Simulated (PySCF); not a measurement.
Compound: C3H9OP.
Bonds: C1–P2, P2–C3, P2–C4, P2–O5 (double). Hydrogens: H6, H7, H8 on C1; H9, H10, H11 on C3; H12, H13, H14 on C4.

The same species was optimised twice, with GFN2-xTB and with PBE0-D3(BJ)/def2-SVP (PySCF), and the same property calculations (PySCF, gas phase) were run on both structures.

```json
{"coordinate": "P2=O5 (Å)", "GFN2-xTB": "1.468", "PBE0-D3(BJ)/def2-SVP": "1.497", "change": "+0.029"}
{"coordinate": "C3–H10 (Å)", "GFN2-xTB": "1.085", "PBE0-D3(BJ)/def2-SVP": "1.100", "change": "+0.015"}
{"coordinate": "C4–H12 (Å)", "GFN2-xTB": "1.085", "PBE0-D3(BJ)/def2-SVP": "1.100", "change": "+0.015"}
{"coordinate": "P2–C4 (Å)", "GFN2-xTB": "1.834", "PBE0-D3(BJ)/def2-SVP": "1.819", "change": "-0.015"}
{"coordinate": "C1–H6 (Å)", "GFN2-xTB": "1.085", "PBE0-D3(BJ)/def2-SVP": "1.100", "change": "+0.015"}
{"coordinate": "C1–P2 (Å)", "GFN2-xTB": "1.833", "PBE0-D3(BJ)/def2-SVP": "1.819", "change": "-0.014"}
{"coordinate": "P2–C3 (Å)", "GFN2-xTB": "1.833", "PBE0-D3(BJ)/def2-SVP": "1.819", "change": "-0.014"}
{"coordinate": "C4–H13 (Å)", "GFN2-xTB": "1.088", "PBE0-D3(BJ)/def2-SVP": "1.100", "change": "+0.012"}
{"coordinate": "C1–H8 (Å)", "GFN2-xTB": "1.088", "PBE0-D3(BJ)/def2-SVP": "1.100", "change": "+0.012"}
{"coordinate": "C3–H11 (Å)", "GFN2-xTB": "1.088", "PBE0-D3(BJ)/def2-SVP": "1.100", "change": "+0.012"}
{"coordinate": "C1–H7 (Å)", "GFN2-xTB": "1.088", "PBE0-D3(BJ)/def2-SVP": "1.100", "change": "+0.012"}
{"coordinate": "C3–H9 (Å)", "GFN2-xTB": "1.088", "PBE0-D3(BJ)/def2-SVP": "1.100", "change": "+0.012"}
{"coordinate": "C4–H14 (Å)", "GFN2-xTB": "1.088", "PBE0-D3(BJ)/def2-SVP": "1.100", "change": "+0.012"}
{"coordinate": "P2–C3–H9 (°)", "GFN2-xTB": "107.9", "PBE0-D3(BJ)/def2-SVP": "108.8", "change": "+0.9"}
{"coordinate": "P2–C1–H8 (°)", "GFN2-xTB": "108.0", "PBE0-D3(BJ)/def2-SVP": "108.7", "change": "+0.7"}
{"coordinate": "P2–C4–H13 (°)", "GFN2-xTB": "108.0", "PBE0-D3(BJ)/def2-SVP": "108.7", "change": "+0.7"}
{"coordinate": "C3–P2–C4 (°)", "GFN2-xTB": "105.2", "PBE0-D3(BJ)/def2-SVP": "104.6", "change": "-0.6"}
{"coordinate": "H10–C3–H11 (°)", "GFN2-xTB": "110.0", "PBE0-D3(BJ)/def2-SVP": "109.5", "change": "-0.5"}
{"coordinate": "C1–P2–C4 (°)", "GFN2-xTB": "105.2", "PBE0-D3(BJ)/def2-SVP": "104.6", "change": "-0.6"}
{"coordinate": "C3–P2–O5 (°)", "GFN2-xTB": "113.4", "PBE0-D3(BJ)/def2-SVP": "114.0", "change": "+0.6"}
{"coordinate": "H6–C1–H7 (°)", "GFN2-xTB": "110.0", "PBE0-D3(BJ)/def2-SVP": "109.5", "change": "-0.5"}
```

Rotational constants: A = 3733, B = 3733, C = 3504 MHz (GFN2-xTB) against A = 3714, B = 3709, C = 3567 MHz (PBE0-D3(BJ)/def2-SVP). Atoms that the bonding makes alike are paired by their places after alignment.

On the GFN2-xTB structure: HOMO (eV) -7.47 [PBE0/pcSseg-1]; LUMO (eV) 0.93 [PBE0/pcSseg-1]; dipole (D) 4.14 [PBE0/pcSseg-1]; GIAO shielding of C1/C3/C4 (mean) (ppm) 165.8 [PBE0/pcSseg-1]; GIAO shielding of P2 (ppm) 313.6 [PBE0/pcSseg-1]; GIAO shielding of O5 (ppm) 222.0 [PBE0/pcSseg-1].

Q: What do these properties become on the PBE0-D3(BJ)/def2-SVP structure?

A: 
| property | level | on GFN2-xTB | on PBE0-D3(BJ)/def2-SVP | change |
| --- | --- | --- | --- | --- |
| HOMO (eV) | PBE0/pcSseg-1 | -7.47 | -7.39 | +0.08 |
| LUMO (eV) | PBE0/pcSseg-1 | 0.93 | 0.85 | -0.08 |
| dipole (D) | PBE0/pcSseg-1 | 4.14 | 4.32 | +0.18 |
| energy, GFN2-xTB geometry as zero (kcal/mol) | PBE0/pcSseg-1 | 0.0 | -1.0 | -1.0 |
| GIAO shielding of C1/C3/C4 (mean) (ppm) | PBE0/pcSseg-1 | 165.8 | 164.7 | -1.1 |
| GIAO shielding of P2 (ppm) | PBE0/pcSseg-1 | 313.6 | 310.6 | -3.0 |
| GIAO shielding of O5 (ppm) | PBE0/pcSseg-1 | 222.0 | 220.2 | -1.8 |

The heavy atoms differ by 0.020 Å rms after alignment (one structure mirrored). Among all bonds P2=O5 changes most (+0.029 Å). Changes are differences of the printed values. Neither structure is proved a minimum here.
